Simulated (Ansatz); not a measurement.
System: zinc-blende GaSb. Method: PBE0 (Ansatz, a quantum-chemistry and plane-wave program, plane waves, PAW).

Total energies, extrapolated to zero smearing (they compare only within this program, potentials and cutoff):

```json
[
 {"system": "zinc-blende GaSb, relaxed", "energy (eV/atom)": "-5135.9523"},
 {"system": "α-phase Ga", "energy (eV/atom)": "-3783.4595"},
 {"system": "rhombohedral A7 Sb", "energy (eV/atom)": "-6487.9132"}
]
```

Problem. Work out the enthalpy of formation per atom.

Solution. ΔH_f ≈ ΔE = -5135.9523 − [1 × (-3783.4595) + 1 × (-6487.9132)]/2 = -0.266 eV/atom (0 K, no vibrations). The reference value is -0.22 eV/atom (measured, 298 K, not corrected to a static lattice; as tabulated in Zhang et al. (2018), doi:10.1038/s41524-018-0065-z), a difference of -0.046 eV/atom.

Spin–orbit coupling is left out; its size isn't shown.

The PAW data were made under PBE.
